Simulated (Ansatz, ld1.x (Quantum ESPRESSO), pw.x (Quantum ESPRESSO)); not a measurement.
# Cd: one change to the TM potential, in the atom and in the sc crystal

Cd, norm-conserving Troullier–Martins (Kleinman–Bylander form), made with ld1.x (Quantum ESPRESSO) 7.5 (LDA (PW92), scalar-relativistic). Core [Kr], reference 4d10 5s2 5p0. Waves: 5s (bound): rc 2.45 bohr; 5p (bound, empty): rc 2.20 bohr; 4d (bound): rc 1.30 bohr. Local part: all-electron potential smoothed inside 2.00 bohr (lloc = -1). Core correction: none.

Change: wave 5p (bound): rc 2.20 bohr becomes 5p (bound): rc 1.90 bohr.

Cutoffs, loose and tight: the cutoffs (Ry, on a coarse ladder) from which the occupation-weighted sum of valence levels, in a spherical-Bessel basis at the reference potential, stays within 10 and 1 mRy of its value at 400 Ry. They do not see the model core or the augmentation charge, which bear on the density cutoff. Test errors are all-electron minus pseudo excitation energies from the reference, over the configurations 4d10 5s1 5p0; 4d10 5s0 5p0; 4d9 5s0 5p0; 4d10 5s1.5 5p0; 4d9 5s2 5p1; 4d8 5s0 5p0; 4d10 5s1 5p1 (two spin-polarised tests are not counted in the largest error); variants that change the core or the reference have their own tests.

Crystal test: sc Cd in pw.x 7.5, no spin, 12³ k-points, Fermi–Dirac smearing 0.01 Ry, cutoffs set for each file from its atomic test. The reference is all-electron LAPW (Ansatz 0.2.0) with the same functional, mesh and smearing; V0 and B0 come from Birch–Murnaghan fits to the pressures at five volumes. Errors are pseudo minus all-electron; Δ is the rms difference of the E(V) curves that follow from these fits, minima aligned, over ±6 % about the mean V0. Mesh and smearing are coarse, so the numbers serve the comparison and aren't converged zero-temperature values; the lattice is a test structure that the element need not adopt.

All-electron: a0 = 2.855 Å (V0 = 23.28 Å³/atom), B0 = 51.1 GPa.

Task: Does the change bring the crystal closer to the all-electron result?

Result: The mean pressure error goes from -0.53 to -0.67 GPa, so the change moves the solid further from the all-electron pressures.

```json
{"quantity": "outcome (atom)", "base": "generated", "changed": "generated"}
{"quantity": "cutoff, loose (atom)", "base": "90 Ry", "changed": "90 Ry"}
{"quantity": "cutoff, tight (atom)", "base": "140 Ry", "changed": "140 Ry"}
{"quantity": "bound ghosts (atom)", "base": "s", "changed": "s"}
{"quantity": "largest test error (meV) (atom)", "base": "+230", "changed": "+245"}
{"quantity": "cutoffs in pw.x (Ry)", "base": "170/680", "changed": "170/680"}
{"quantity": "a0 (Å)", "base": "2.845", "changed": "2.843"}
{"quantity": "a0 error (%)", "base": "-0.34", "changed": "-0.43"}
{"quantity": "B0 error (%)", "base": "+2.1", "changed": "+3.0"}
{"quantity": "Δ (meV/atom)", "base": "2.7", "changed": "3.4"}
{"quantity": "mean pressure error (GPa)", "base": "-0.53", "changed": "-0.67"}
```

Base: Note: ghost state, extra bound levels that the all-electron valence spectrum of the same l lacks: s at -0.16 eV. A true bound ghost makes a file unfit for plane-wave use. The logarithmic derivative shows an extra or strongly shifted pseudo pole above the reference energy (s near -0.01 Ry, p near 1.73 Ry). Changed file: Note: ghost state, extra bound levels that the all-electron valence spectrum of the same l lacks: s at -0.16 eV. A true bound ghost makes a file unfit for plane-wave use. The logarithmic derivative shows an extra or strongly shifted pseudo pole above the reference energy (s near -0.01 Ry, p near 1.53 Ry). The atomic cutoffs weigh occupied waves only.
